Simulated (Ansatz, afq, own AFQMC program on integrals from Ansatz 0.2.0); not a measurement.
## AlBH₅, doublet in cc-pVDZ, levels against CCSDT(Q)

```yaml
atoms:
  - { symbol: Al, position_ang: [-0.9610, 0.0000, 0.0000] }
  - { symbol: H, position_ang: [-1.7539, 1.3734, 0.0000] }
  - { symbol: H, position_ang: [-1.7539, -1.3734, 0.0000] }
  - { symbol: H, position_ang: [0.8290, 0.0000, 0.0000] }
  - { symbol: B, position_ang: [2.1520, 0.0000, 0.0000] }
  - { symbol: H, position_ang: [2.6611, 0.0000, 1.0770] }
  - { symbol: H, position_ang: [2.6611, 0.0000, -1.0770] }
```

Basis cc-pVDZ. Noble-gas cores (and the filled d shells of Ga–Kr and In–Xe) are frozen. Ansatz 0.2.0 and our own AFQMC program on the same integrals; the CISD trial comes from CCSD amplitudes, and released means the phaseless constraint is let go. ± is one standard error of the sampling.

Determinant: UHF, the one that the program's search chose, which needn't be the lowest solution. The geometry is a point of a scan.

No full CI on the walks' own integrals is used here; CCSDT(Q) serves as the reference and is uncertain by about the last step of the cluster series.

```
T1 diagnostic                               : 0.0124
weight of the determinant in the CISD state : 0.886
⟨S²⟩ of the determinant                     : 0.763
size of the correlated space                : 11 electrons in 51 orbitals
```

| level | correlation energy (eV) |
| --- | --- |
| MP2 | -4.4598 |
| CCSD | -5.6246 |
| CCSD(T) | -5.7353 |

(1) Estimate where AFQMC with the constraint released lies against CCSD(T) on the same integrals.

(1) 0.71 ± 0.07 kcal/mol below CCSD(T).

Reference: CCSDT(Q), correlation energy -5.767 eV. The released energy is read at 2.40 1/Eh (meV from the phaseless value at times in 1/Eh: -1.5 ± 2.1 at 0.24, -3.8 ± 1.8 at 0.51, -3 ± 3 at 0.99, -4.2 ± 2.0 at 1.62, -2 ± 3 at 2.40).

```json
{"level": "CCSD(T)", "E − E(reference) (kcal/mol)": "0.72", "share of correlation (%)": "99.46"}
{"level": "CCSDT", "E − E(reference) (kcal/mol)": "0.10", "share of correlation (%)": "99.93"}
{"level": "ph-AFQMC/HF", "E − E(reference) (kcal/mol)": "-1.78 ± 0.43", "share of correlation (%)": "101.34"}
{"level": "ph-AFQMC/CISD", "E − E(reference) (kcal/mol)": "0.05 ± 0.07", "share of correlation (%)": "99.97"}
{"level": "released AFQMC", "E − E(reference) (kcal/mol)": "0.01 ± 0.07", "share of correlation (%)": "99.99"}
```

A walk keeps the symmetry of its determinant, which the program's search chose and which needn't be the lowest solution, so a lower state of the same spin and another symmetry isn't excluded. Released energies are given only where the last usable release times agree within the noise; a slower fall can still hide under it.
